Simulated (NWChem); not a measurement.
Species: Cl anion

Computed with NWChem. Pople sets run with spherical d functions. Static field.

Estimate the computed values for B3LYP/6-31+G*. Quantities: isotropic polarisability (bohr³); anisotropy (bohr³).


```yaml
isotropic polarisability (bohr³): 16.6
anisotropy (bohr³): 0.0
```
